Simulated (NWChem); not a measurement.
All runs are NWChem calculations. System: fluoromethane (CH$_{3}$F), charge 0, spin multiplicity 1, at a geometry optimised with PBE0/def2-SVP. Level: CCSD(T)/def2-TZVP, 2 core orbitals frozen.

Job file:

```
start mol
memory heap 100 mb stack 700 mb global 1900 mb
geometry units angstroms nocenter noautoz
  C      0.608765    -0.110645     0.000000
  F     -0.732677     0.133165     0.000000
  H      0.887874    -0.687855     0.897208
  H      0.887874    -0.687855    -0.897208
  H      1.165754     0.841092     0.000000
  symmetry group Cs
end
basis spherical
  * library def2-tzvp
end
scf
  rhf
  nopen 0
  maxiter 100
  thresh 1e-7
  semidirect memsize 60000000 filesize 0
end
tce
  freeze core 2
  ccsd(t)
  2eorb
  2emet 13
  thresh 1e-6
  maxiter 100
  tilesize 24
end
task tce energy
```

Output (cleaned and shortened):

```
             Northwest Computational Chemistry Package (NWChem) 7.3.0
             --------------------------------------------------------

                                NWChem Input Module
                                -------------------

 Scaling coordinates for geometry "geometry" by  1.889725989
 (inverse scale =  0.529177249)

 Turning off AUTOSYM since
 SYMMETRY directive was detected!

                             Geometry "geometry" -> ""
                             -------------------------

 Output coordinates in angstroms (scale by  1.889725989 to convert to a.u.)

  No.       Tag          Charge          X              Y              Z
 ---- ---------------- ---------- -------------- -------------- --------------
    1 C                    6.0000     0.60876500    -0.11064500     0.00000000
    2 F                    9.0000    -0.73267700     0.13316500     0.00000000
    3 H                    1.0000     0.88787400    -0.68785500     0.89720800
    4 H                    1.0000     0.88787400    -0.68785500    -0.89720800
    5 H                    1.0000     1.16575400     0.84109200     0.00000000

 Effective nuclear repulsion energy (a.u.)      37.5329147306

            Nuclear Dipole moment (a.u.)
            ----------------------------
        X                 Y               Z
 ---------------- ---------------- ----------------
    -0.0000018897    -0.0000056692     0.0000000000

      Symmetry information
      --------------------

 Group name             Cs
 Group number              2
 Group order               2
 No. of unique centers     4

      Symmetry unique atoms

     1    2    3    5


 Summary of "ao basis" -> "" (spherical)
 ------------------------------------------------------------------------------
       Tag                 Description            Shells   Functions and Types
 ---------------- ------------------------------  ------  ---------------------
 *                         def2-tzvp                  on all atoms

 Summary of "ao basis" -> "ao basis" (spherical)
 ------------------------------------------------------------------------------
[...]
            Max iterations :      100
        Residual threshold : 0.10D-05
     T(0) DIIS level shift : 0.00D+00
     L(0) DIIS level shift : 0.00D+00
     T(1) DIIS level shift : 0.00D+00
     L(1) DIIS level shift : 0.00D+00
     T(R) DIIS level shift : 0.00D+00
     T(I) DIIS level shift : 0.00D+00
   CC-T/L Amplitude update :  5-th order DIIS
                I/O scheme : Global Array Library
        L-threshold :  0.10D-05
        EOM-threshold :  0.10D-05
 no EOMCCSD initial starts read in
 TCE RESTART OPTIONS
 SLICE:      F
 D4D5:       F
 quantumc:   F
 qrotation:  F
 pwtce:      F
 qducc:      F
 nacto:                         0
 nrotv:                         0
 nrot:                          0

            Memory Information
            ------------------
          Available GA space size is     249030400 doubles
          Available MA space size is     104853516 doubles

 Maximum block size supplied by input
 Maximum block size        24 doubles

 tile_dim =     23

 -------------------------------------------------
   1    alpha     a'     5 doubles       0       1
   2    alpha     a"     2 doubles       5       2
   3    beta      a'     5 doubles       7       1
   4    beta      a"     2 doubles      12       2
   5    alpha     a'    23 doubles      14       5
   6    alpha     a'    23 doubles      37       6
   7    alpha     a"    12 doubles      60       7
   8    alpha     a"    13 doubles      72       8
   9    beta      a'    23 doubles      85       5
  10    beta      a'    23 doubles     108       6
  11    beta      a"    12 doubles     131       7
  12    beta      a"    13 doubles     143       8

 Global array virtual files algorithm will be used

 Parallel file system coherency ......... OK

 4-electron integrals stored in orbital form

 v2    file size   =          4387082
 4-index algorithm nr.  13 is used
 imaxsize =       30
 imaxsize ichop =        0


CCSD iterations
 ---------------------------------------------------------
 Iter          Residuum       Correlation     Cpu    Wall
 ---------------------------------------------------------
    1   0.1743271343415  -0.4237181890022     0.4     0.4
    2   0.0402291736402  -0.4337038654915     0.4     0.4
    3   0.0131939682442  -0.4403477473938     0.4     0.4
    4   0.0051587478624  -0.4412222684836     0.3     0.3
    5   0.0020773737845  -0.4417355250713     0.4     0.4
    6   0.0006279965408  -0.4419247418333     0.4     0.4
    7   0.0002396232251  -0.4419550453255     0.4     0.4
    8   0.0001093841261  -0.4419544395412     0.4     0.4
    9   0.0000520964358  -0.4419549306977     0.3     0.3
   10   0.0000258664002  -0.4419559526213     0.4     0.4
   11   0.0000042821041  -0.4419563603486     0.4     0.4
   12   0.0000016771254  -0.4419566181574     0.4     0.4
   13   0.0000007055850  -0.4419566765260     0.4     0.4
 -----------------------------------------------------------------
 Iterations converged
 CCSD correlation energy / hartree =        -0.441956676525960
 CCSD total energy / hartree       =      -139.542470961358362

 Singles contributions

 Doubles contributions
 CCSD(T)
 Using plain CCSD(T) code
             total no. of tasks          160
 total no. of tasks / no. procs          160
                         wl_min        13824           4.9
                         wl_max      1520875          10.7
        thresh for no. of tasks          160

 CCSD[T]  correction energy / hartree =        -0.013212730947454
 CCSD[T] correlation energy / hartree =        -0.455169407473414
 CCSD[T] total energy / hartree       =      -139.555683692305820
 CCSD(T)  correction energy / hartree =        -0.012540038193443
 CCSD(T) correlation energy / hartree =        -0.454496714719403
 CCSD(T) total energy / hartree       =      -139.555010999551797

 Task  times  cpu:       20.8s     wall:       20.8s

 Total times  cpu:       20.9s     wall:       20.9s
```
